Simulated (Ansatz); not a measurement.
The input, for Ansatz 0.2.0:

```yaml
crystal:
  periodic: [false, false, false]
  atoms:
    - {symbol: H, position_ang: [0.000000, 0.000000, -1.066667]}
    - {symbol: H, position_ang: [0.000000, 0.000000, -0.373667]}
    - {symbol: Si, position_ang: [0.000000, 0.000000, 1.440333]}
basis:
  gaussian: {orbitals: cc-pVDZ}
magnetization: {spin_polarized: true, initial_magnetization: 2}
correlation: {method: ccsdt_q, electrons: outside_noble_gas}
```

```sh
$ ansatz run in.yaml --threads 1 --pin off --events-out ev --progress --plain --max-ram 2393MiB
```

The program prints:

```
475 factors; integrals over basis functions are off by at most 1.2e-7 eV
mean field evaluation 1: about -7889.6429 eV, gradient 6.4e0 eV
mean field evaluation 2: about -7889.6433 eV, gradient 6.4e0 eV
mean field evaluation 4: about -7890.1563 eV, gradient 3.9e-1 eV
mean field evaluation 8: about -7890.1618 eV, gradient 1.2e-2 eV
mean field evaluation 16: about -7890.1582 eV, gradient 1.8e-1 eV
mean field evaluation 32: about -7890.1617 eV, gradient 7.6e-2 eV
mean field evaluation 64: about -7889.3243 eV, gradient 8.0e-4 eV
mean field evaluation 96: about -7890.1618 eV, gradient 4.1e-3 eV
mean field -7890.16176229 eV, -289.9580966206 hartree, gradient 2.7e-6 eV, S^2 2.022170; 7 other end points of the search recorded, 0 dependent functions left out
determinant -7890.16176229 eV, -289.9580966206 hartree, with singles and doubles -7892.94757416 eV, -290.0604733184 hartree
determinant -7889.32429542 eV, -289.9273202807 hartree, with singles and doubles -7892.18022063 eV, -290.0322735961 hartree
5 core orbitals not correlated: weight in the atoms' cores, before any rotation towards them, 1.000 or more for the frozen orbitals, at most 0.000 for the correlated occupied ones
reference -7890.16176229 eV, -289.9580966206 hartree; 4, 2 occupied and 19, 21 virtual orbitals, 475 factors
second order -2.07209210 eV of doubles, -0.00000000 eV of singles
cycle   1  -2.56707383 eV  change   -4.9e-1 eV  update   6.3e-2
cycle   2  -2.82057125 eV  change   -2.5e-1 eV  update   2.7e-2
cycle   3  -2.84049554 eV  change   -2.0e-2 eV  update   9.1e-3
cycle   4  -2.84573089 eV  change   -5.2e-3 eV  update   4.2e-3
cycle   5  -2.84420816 eV  change    1.5e-3 eV  update   1.9e-3
cycle   6  -2.84378584 eV  change    4.2e-4 eV  update   8.4e-4
cycle   7  -2.84453561 eV  change   -7.5e-4 eV  update   4.9e-4
cycle   8  -2.84460775 eV  change   -7.2e-5 eV  update   2.4e-4
cycle   9  -2.84438208 eV  change    2.3e-4 eV  update   9.4e-5
cycle  10  -2.84443958 eV  change   -5.8e-5 eV  update   3.7e-5
cycle  11  -2.84444902 eV  change   -9.4e-6 eV  update   1.5e-5
cycle  12  -2.84445526 eV  change   -6.2e-6 eV  update   6.4e-6
cycle  13  -2.84444712 eV  change    8.1e-6 eV  update   2.5e-6
cycle  14  -2.84444609 eV  change    1.0e-6 eV  update   7.8e-7
cycle  15  -2.84444632 eV  change   -2.2e-7 eV  update   3.2e-7
perturbative correction -0.00155879 eV, -0.0000572846 hartree
Total energy: -7893.00776740 eV, -290.0626853792 hartree
```

For the same geometry and basis full CI lies 0.2 meV lower.

Ran on 1 thread of Arm Neoverse V2, shared host: 2.1 s wall, 0.15 GiB peak host memory.
